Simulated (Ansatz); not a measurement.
## H$_{2}$B–CH, triplet in cc-pVDZ: errors against UCCSDT(Q)

Geometry: displaced at random from a stationary point.

```xyz
5

B     0.0045    0.0571    0.7509
C     0.0037   -0.1109   -0.7490
H     0.0517    1.1988    1.1848
H    -0.0511   -0.9216    1.4423
H    -0.0935    0.4322   -1.7566
```

Basis cc-pVDZ; Ansatz 0.2.0. Correlated methods freeze the noble-gas cores, which leaves 10 electrons in 41 orbitals. R marks a restricted (for open shells ROHF) determinant, U an unrestricted one.

Full CI isn't at hand for all of this; UCCSDT(Q) serves as the reference, and is uncertain by about the last step of the cluster series. The frozen core follows each run's orbitals, which can shift R against U totals by a few meV.

For open shells CISD is restricted-active-space CI with the open shells as a complete middle space.

The UHF ⟨S²⟩ is 2.017, the T1 diagnostic (RCCSD) is 0.0220 and the largest doubles amplitude (RCCSD) is 0.025. The T1 diagnostic (UCCSD) is 0.0176.

```json
{"level": "UHF", "E − E(RHF) (eV)": "-0.1561"}
{"level": "RMP2", "E − E(RHF) (eV)": "-4.7476"}
{"level": "UMP2", "E − E(RHF) (eV)": "-4.7485"}
{"level": "RCCSD", "E − E(RHF) (eV)": "-5.7272"}
{"level": "UCCSD", "E − E(RHF) (eV)": "-5.7299"}
{"level": "RCCSD(T)", "E − E(RHF) (eV)": "-5.8553"}
{"level": "UCCSD(T)", "E − E(RHF) (eV)": "-5.8557"}
```

Question: Estimate how far UCCSDT(Q) in cc-pVDZ lies from RCCSD(T). The table doesn't fix it; the size of (T) and the diagnostics are the guide.

Answer: UCCSDT(Q) in cc-pVDZ lies 3.1 kJ/mol below RCCSD(T), which is 25 % of the (T) step (-12.4 kJ/mol). The diagnostics are small and one determinant leads, so the series closes fast and only a small part of (T) is left.

The other levels:

| level | E − E(UCCSDT(Q)) (kJ/mol) | share of correlation (%) | wall time |
| --- | --- | --- | --- |
| CISD | 48.6 | 91.45 | 1.7 s |
| BCCD(T) | 3.0 | 99.47 | 1.3 s |
| RCCSDT | 0.6 | 99.89 | – |
| UCCSDT | 0.5 | 99.91 | – |
| RCCSDT(Q) | 0.1 | 99.98 | 46 s |

The correlation energy at UCCSDT(Q), counted from RHF, is -5.887 eV. That run took 41 s on 1 thread of Arm Neoverse V1, shared host.

Times hold each run's SCF and search for its determinant on a shared host, so for small cases they say little of a method's own cost; they ran on 1 thread of Arm Neoverse V1. Some runs computed forces too.
